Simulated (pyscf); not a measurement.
Optimised with ωB97X-D3(BJ)/def2-SVP in PySCF.

Q: For the elementary gas-phase step AsH₂• + silane (SiH₄) → AsH [triplet] + silane (SiH₄) + H atom (H•) (doublet surface; As–H, H–Si broken, H–Si formed), what barrier and reaction energy does ωB97X-D3(BJ)/def2-TZVP give, measured from the separated reactants?

A: ΔE‡ = 3.66 eV, ΔE = +3.26 eV. ωB97M-D3(BJ)/def2-TZVP gives 3.72 eV and +3.17 eV. Zero-point energy shifts the barrier by -0.13 eV. It is a concerted fragmentation, with an imaginary mode of 640i cm⁻¹. The same reactants have a lower exit, to H₃Si–AsH₂ + H• (barrier +1.43 eV at ωB97M-D3(BJ)/def2-TZVP, against +3.72 eV here). One saddle was located; it need not be the lowest between these sides. An unrestricted DFT solution here is markedly spin-contaminated. Elements up to Kr have no core potential and no relativistic terms here.
